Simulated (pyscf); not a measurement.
HO–SiH(Cl)–Cl + H₂ -> Cl–SiH₂–Cl + H₂O (four-centre exchange; singlet surface; O–Si, H–H broken, H–Si, H–O formed). Single points on ωB97X-D3(BJ)/def2-SVP structures (PySCF, gas phase). Energies in kcal/mol from the separated reactants.

```tsv
level	barrier	reaction energy
PBE/def2-TZVP	49.4	+21.3
r²SCAN/def2-TZVP	53.0	+24.2
B3LYP-D3(BJ)/def2-TZVP	?	?
PBE0-D3(BJ)/def2-TZVP	51.2	+21.4
ωB97M-D3(BJ)/def2-TZVP	54.8	+22.7
HF/def2-TZVP	?	+20.4
```

Q: Complete the blanks.

A: 
- B3LYP-D3(BJ)/def2-TZVP, barrier: 55.7
- B3LYP-D3(BJ)/def2-TZVP, reaction energy: +22.9
- HF/def2-TZVP, barrier: 72.2

The functionals in the table span 6.3 kcal/mol in this barrier, from PBE to B3LYP-D3(BJ). On the product side the descent ends in a complex, 4.7 kcal/mol under the separated species and 37.2 kcal/mol under the saddle at ωB97X-D3(BJ)/def2-TZVP. This is the saddle that the search found; another between the same sides may lie lower.
